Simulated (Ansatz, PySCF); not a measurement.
Complex: H2O (SMILES O) (first 3 atoms) with H2O (SMILES O); geometry from S66by8 set.
(charge 0, multiplicity 1):
```xyz
6

O     -2.53012    -0.03573     0.00722
H     -2.85012     0.86711    -0.01421
H     -1.57040     0.06245     0.00250
O      2.45242     0.03089    -0.00692
H      2.82904    -0.40749     0.75920
H      2.82468    -0.44532    -0.75232
```

Counterpoise-corrected where a basis set is named; no monomer relaxation. Rows marked so take none.

Correlated levels freeze the cores. Rows in 6-31G* carry no dispersion term and start afresh at each structure (6-31G* with six Cartesian d functions).

Codes used: Ansatz (Gaussian basis) for Hartree–Fock, density functionals and correlated methods; PySCF for 6-31G* rows, the dispersion terms. Each number belongs to the level named beside it.

Question: What interaction energy does PBE-D3(BJ)/def2-TZVPPD give?

Answer: -0.9 kcal/mol

Ansatz is a program for electronic structure.
